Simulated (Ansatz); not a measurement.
A nudged elastic band was laid between two geometries of CH5N2S (9 atoms, charge 1, multiplicity 1).

All numbers below come from RKS BHLYP/def2-SVP (Ansatz 0.2.0).

| Quantity | Value |
| --- | --- |
| movable images | 7 |
| climbing image | yes |
| spring | 5.0 eV/Å² |
| optimiser | quadratic models (default) |
| start path | through a guess of the saddle point |
| force threshold | 0.03 eV/Å |
| iteration limit | 38 |
| end points | relaxed |

First end point:

```xyz
9
Properties=species:S:1:pos:R:3
N -0.324 1.155 -0.545
C -0.268 -0.171 -0.525
N 0.405 -0.664 0.733
S -0.781 -1.266 -1.582
H -0.756 1.598 -1.342
H 0.032 1.758 0.179
H 1.374 -0.338 0.812
H 0.416 -1.687 0.690
H -0.098 -0.385 1.581
```

Last end point:

```xyz
9
Properties=species:S:1:pos:R:3
N -0.323 1.155 -0.544
C -0.268 -0.172 -0.525
N 0.405 -0.664 0.732
S -0.780 -1.266 -1.581
H 0.032 1.757 0.180
H -0.755 1.599 -1.341
H 1.373 -0.337 0.810
H 0.415 -1.687 0.690
H -0.099 -0.384 1.580
```

(1) Which bonds break or form, and what moves?

(2) Give the energies along the band, and the barrier.

(3) What is the geometry of the highest image?

(4) What are the harmonic wavenumbers there?

Results:

(1) No bond is made or broken. The dihedral H5–N1–C2–S4 goes from 0 to 180°. The two ends are copies of one structure, up to a mirror image or an exchange of like atoms.

(2) The run converged. The highest image is number 4 of 0 to 8, 0.58 eV above the ends, which have the same energy within 2 meV. A vibrational analysis at the climbing image gives one clearly imaginary mode, 473i cm⁻¹: a first-order saddle point.

| image | path coordinate (Å) | energy (eV) | dihedral H5–N1–C2–S4 (°) |
| --- | --- | --- | --- |
| 0 | 0.00 | 0.00 | 0 |
| 1 | 0.47 | 0.05 | 3 |
| 2 | 0.94 | 0.23 | 16 |
| 3 | 1.41 | 0.47 | 35 |
| 4 | 1.88 | 0.58 | 61 |
| 5 | 2.34 | 0.47 | 90 |
| 6 | 2.81 | 0.24 | 120 |
| 7 | 3.27 | 0.05 | 151 |
| 8 | 3.73 | 0.00 | 180 |

(3) 
```xyz
9
Properties=species:S:1:pos:R:3
N -0.229 1.238 -0.356
C -0.168 -0.137 -0.514
N 0.336 -0.738 0.780
S -0.507 -1.115 -1.718
H -1.169 1.599 -0.474
H 0.370 1.729 -1.012
H 1.243 -0.330 1.023
H 0.420 -1.754 0.723
H -0.297 -0.491 1.548
```

(4) 473i, 171, 406, 457, 492, 705, 813, 1019, 1040, 1110, 1208, 1469, 1515, 1643, 1644, 1652, 3466, 3553, 3591, 3597, 3666 cm⁻¹.

Run time: 7.4 min on 1 thread of Intel(R) Xeon(R) Processor @ 2.50GHz (Skylake/Cascade Lake), on a shared host, peak memory 0.17 GiB.
